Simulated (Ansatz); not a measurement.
This Ansatz (a quantum-chemistry and plane-wave program) input (CCSD(T)/6-31G) gives -151.24355 Eh with 24 basis functions.

Ansatz 0.2 input:
```yaml
crystal:
  periodic: [false, false, false]
  atoms:
    - {symbol: O, position_ang: [0.13599357, 0.55950266, -0.34160035]}
    - {symbol: O, position_ang: [-0.15958912, -0.65619836, 0.39793467]}
    - {symbol: H, position_ang: [1.05373037, 0.81572862, -0.07966861]}
    - {symbol: H, position_ang: [-0.34774107, -1.27257644, -0.34513535]}
    - {symbol: H, position_ang: [-0.51722487, 1.23041339, -0.02587059]}
basis:
  gaussian:
    orbitals: 6-31G
total_charge: 1
magnetization: {spin_polarized: false}
correlation: {method: ccsd_t, electrons: outside_noble_gas}
```

Change:
```diff
- orbitals: 6-31G
+ orbitals: aug-pcseg-3
```

Question: What does the run give now?

Answer: -151.67166 Eh (CCSD(T)/aug-pcseg-3, 317 functions), a change of -428.11 mEh.
